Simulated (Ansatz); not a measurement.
A calculation with Ansatz (development build ahead of 0.2.0).

```yaml
crystal:
  periodic: [false, false, false]
  atoms:
    - { symbol: S, position_ang: [0.0, 0.0, 0.0] }
    - { symbol: O, position_ang: [0.0, 0.0, 2.96] }
basis:
  gaussian: { orbitals: pcseg-2 }
magnetization:
  spin_polarized: true
  initial_magnetization: 2
hamiltonian:
  xc: hf
```

The input is written out in the form of the current development build from the run's settings.

Output:

```json
{
  "Converged": "yes",
  "Total energy": "-472.29490 hartree",
  "Spin squared of the determinant": "3.013",
  "Stability test": "minimum"
}
```

Caution: the unrestricted determinant is a mixture of spin states.
